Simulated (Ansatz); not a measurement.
A made-up structure of CH2BN, singlet:

```csv
atom,x (Å),y (Å),z (Å)
B1,-0.5303,-0.3666,-0.1474
C2,-0.7422,1.2232,-0.3167
N3,0.4596,0.3801,0.1237
H4,-0.6021,-1.5132,-0.0974
H5,1.4111,0.2134,0.4406
```

It is relaxed with PBE-D4/def2-SVP and then PBE0-D4/def2-TZVP (Ansatz 0.2.0). Atoms count as bonded within 1.22 times the sum of their covalent radii (H–H: 0.88 Å). The end point is not checked to be a true minimum.

(1) Does its bonding change? (Judge from chemistry; the calculation decides.)

## Answers

(1) By the calculation: No: no bond forms or breaks.

Where it ends: The first stage lowers the energy by 1.18 eV in 6 steps. It ends as CH₂BN ([BH]1[C][NH]1):
B1  (-0.547, -0.472, -0.146)
C2  (-0.542, 1.070, -0.243)
N3  (0.517, 0.348, 0.144)
H4  (-0.894, -1.598, -0.186)
H5  (1.462, 0.589, 0.433)
(Å)

Labels in which every atom is bracketed show which atoms are joined, not bond orders.

For scale, one of the runs: PBE0-D4/def2-TZVP relaxation, 105 basis functions, launched by `ansatz run in.yaml --threads 2 --pin off --events-out ev --progress --plain --max-ram 4352MiB`. The run took about 7.5 s on 2 CPU threads of an Arm Neoverse V2 (shared host).
